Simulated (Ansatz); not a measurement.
# BH₄+ (singlet): wave-function methods side by side at distance B1–H3 = 0.982 Å, cc-pVDZ

Aim: climb from Hartree-Fock through coupled cluster and multireference methods for BH₄+ (singlet) at one geometry and basis, and see what each rung misses.

Method: cc-pVDZ, core rule «outside noble gas», up to 1 orbitals frozen; program: Ansatz 0.2.0, Gaussian basis.

The runs, in order: UHF; CCSD(T) on RHF; BCCD(T) on RHF; CISD; CCSDT(Q) on RHF; CASSCF and MRCISD+Q, 2 electrons in 2 orbitals; CASSCF and NEVPT2, 2 electrons in 2 orbitals; CASSCF and MRCISD+Q, 6 electrons in 8 orbitals; CASSCF and NEVPT2, 6 electrons in 8 orbitals; Full CI.

21 further runs of the same task are left out: 1 for a mislabelled method, 15 that didn't finish, 5 set aside as unsound or not needed.

**1. The system**

The geometry derives from a PBE0/def2-TZVP stationary point (not a proven minimum). One bond is set to the value named and the two fragments are kept rigid.

5 atoms, charge 1, spin multiplicity 1.

Atoms are counted from 1 here; the program's logs count them from 0.

Bond lengths: B1–H2 1.210 Å, B1–H3 0.982 Å, B1–H4 1.210 Å, B1–H5 1.210 Å. Angles: H2–B1–H3 90.0°, H2–B1–H4 90.0°, H2–B1–H5 180.0°, H3–B1–H4 180.0°, H3–B1–H5 90.0°, H4–B1–H5 90.0°.

Coordinates:

```xyz
5
charge 1, multiplicity 1
B    -0.0003   -0.0109    0.0110
H    -0.0159    0.8505    0.8609
H    -0.0176   -0.7006    0.7098
H     0.0210    0.8391   -0.8501
H     0.0153   -0.8723   -0.8388
```

**2. UHF**

File in.yaml:

```yaml
crystal:
  periodic: [false, false, false]
  atoms:
    - {symbol: B, position_ang: [-0.000273, -0.010883, 0.011026]}
    - {symbol: H, position_ang: [-0.015856, 0.850543, 0.860860]}
    - {symbol: H, position_ang: [-0.017576, -0.700593, 0.709828]}
    - {symbol: H, position_ang: [0.021050, 0.839085, -0.850144]}
    - {symbol: H, position_ang: [0.015310, -0.872308, -0.838807]}
basis:
  gaussian: {orbitals: cc-pVDZ}
total_charge: 1
magnetization: {spin_polarized: true, initial_magnetization: 0}
hamiltonian: {xc: hf}
output: {orbitals: {seedname: orbitals}}
```

Launch:

```sh
$ ansatz run in.yaml --threads 1 --pin off --events-out ev --progress --plain --max-ram 2393MiB
```

Further steps of the session: CCSD(T) on RHF; BCCD(T) on RHF; CISD; CCSDT(Q) on RHF; CASSCF and MRCISD+Q, 2 electrons in 2 orbitals; CASSCF and NEVPT2, 2 electrons in 2 orbitals; CASSCF and MRCISD+Q, 6 electrons in 8 orbitals; CASSCF and NEVPT2, 6 electrons in 8 orbitals; Full CI.

**Question.** What will the summary of the whole plan be? Wanted: FCI below the RHF energy; RMP2 from FCI; RCCSD from FCI; RCCSD(T) from FCI; RCCSDT(Q) from FCI; NEVPT2 pair from FCI; MRCISD+Q pair from FCI; NEVPT2 valence from FCI; T1 diagnostic.

The runs gave:

```
                         quantity                                                                  value
         FCI below the RHF energy                                                             -3.6290 eV
                    RMP2 from FCI                                                             +772.2 meV
                   RCCSD from FCI                                                              +85.6 meV
                RCCSD(T) from FCI                                                              +18.0 meV
               RCCSDT(Q) from FCI                                                               +0.9 meV
             NEVPT2 pair from FCI                                                             +680.6 meV
           MRCISD+Q pair from FCI                                                              -19.9 meV
          NEVPT2 valence from FCI                                                             +467.4 meV
levels within 1 kcal/mol (43 meV)  RCCSD(T), BCCD(T), RCCSDT, RCCSDT(Q), MRCISD+Q pair, MRCISD+Q valence
                    T1 diagnostic                                                                  0.007
   effectively unpaired electrons                                                                   0.05
```

**Reading.** RCCSD(T) lands +18.0 meV from the yardstick (0.5 % of the correlation energy). MRCISD+Q pair falls below full CI: the +Q correction isn't variational, and the cores differ from full CI's. One determinant dominates. Of the multireference levels listed MRCISD+Q valence comes nearest in total energy (+4.8 meV), which doesn't show that its space is the better one. These misses are within one basis, not against nature.
